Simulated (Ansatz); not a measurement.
Input for Ansatz (development build ahead of 0.2.0):

```yaml
crystal:
  periodic: [false, false, false]
  atoms:
    - { symbol: C, position_ang: [0.01323, -0.0578, -0.709] }
    - { symbol: O, position_ang: [0.08101, -0.12167, 0.5929] }
    - { symbol: H, position_ang: [0.02318, 0.80142, 1.08794] }
    - { symbol: H, position_ang: [0.02642, -0.95783, -1.07135] }
    - { symbol: H, position_ang: [-0.34727, 0.8328, -1.26752] }
basis:
  gaussian: { orbitals: cc-pVDZ }
magnetization:
  spin_polarized: true
  initial_magnetization: 1
hamiltonian:
  xc: hf
correlation:
  method: mp2
  frozen_orbitals: { C: 1, H: 0, O: 1 }
```

The input is written out in the form of the current development build from the run's settings.

Results

| Quantity | Value |
| --- | --- |
| Converged | yes |
| Reference energy | -114.39821 hartree |
| Correlation energy | -0.31068 hartree |
| Total energy | -114.70888 hartree |
| Spin squared of the determinant | 0.761 |
